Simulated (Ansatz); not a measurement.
Geometry optimisation, Ansatz 0.2.0, RKS revPBE-D4/def2-SVP.

input.yaml

```yaml
crystal:
  periodic: [false, false, false]
  atoms:
    - { symbol: C, position_ang: [-1.6813, 0.0833, 0.2187] }
    - { symbol: "N", position_ang: [-0.4996, -0.5584, -0.1669] }
    - { symbol: C, position_ang: [0.6075, 0.2205, 0.1927] }
    - { symbol: "N", position_ang: [1.7907, -0.6981, 0.1676] }
    - { symbol: O, position_ang: [0.8984, 1.167, -0.7871] }
    - { symbol: H, position_ang: [-1.8071, 1.1323, -0.2601] }
    - { symbol: H, position_ang: [-2.56, -0.4635, -0.1219] }
    - { symbol: H, position_ang: [-1.7701, 0.2537, 1.287] }
    - { symbol: H, position_ang: [-0.4674, -0.5792, -1.1408] }
    - { symbol: H, position_ang: [0.5672, 0.6862, 1.2184] }
    - { symbol: H, position_ang: [1.4408, -1.4515, 0.8371] }
    - { symbol: H, position_ang: [1.6925, -1.1483, -0.7235] }
    - { symbol: H, position_ang: [1.8087, 1.3213, -0.7063] }
basis:
  gaussian: { orbitals: def2-SVP }
hamiltonian:
  xc: revpbe
  dispersion: d4
relax:
  f_tol: 0.02
  max_steps: 50
```

Launched with:

```bash
$ ansatz run input.yaml --threads 2 --pin off --max-ram 3072MiB --backend cpu --events-out ev --progress --plain --runs-dir out
```

Where does it end, and by what steps?

The run converged. After 10 steps the energy has fallen by 0.741 eV; H9 moved furthest, 0.33 Å.

```
step  energy less start (eV)  largest force component (eV/Å)  accepted
   0                  0.0000                           3.255       yes
   1                 -0.6247                           1.104       yes
   2                 -0.7096                           0.581       yes
   3                 -0.7209                           0.156       yes
   4                 -0.7081                           0.322        no
   5                 -0.7331                           0.125       yes
   6                 -0.7292                           0.278        no
   7                 -0.7390                           0.053       yes
   8                 -0.7405                           0.087       yes
   9                 -0.7409                           0.034       yes
  10                 -0.7410                           0.010       yes
```

```xyz
13
Properties=species:S:1:pos:R:3
C -1.783 0.225 0.156
N -0.578 -0.574 -0.075
C 0.663 0.111 0.207
N 1.843 -0.735 0.117
O 0.831 1.201 -0.701
H -1.837 1.165 -0.443
H -2.683 -0.385 -0.065
H -1.833 0.509 1.228
H -0.553 -0.887 -1.056
H 0.590 0.481 1.262
H 1.740 -1.524 0.770
H 1.879 -1.147 -0.828
H 1.741 1.524 -0.555
```

Whether the end is a true minimum wasn't checked by a vibrational analysis.

Time of the run: 24 s on 2 threads of Arm Neoverse V2 (shared host), peak memory 0.14 GiB.
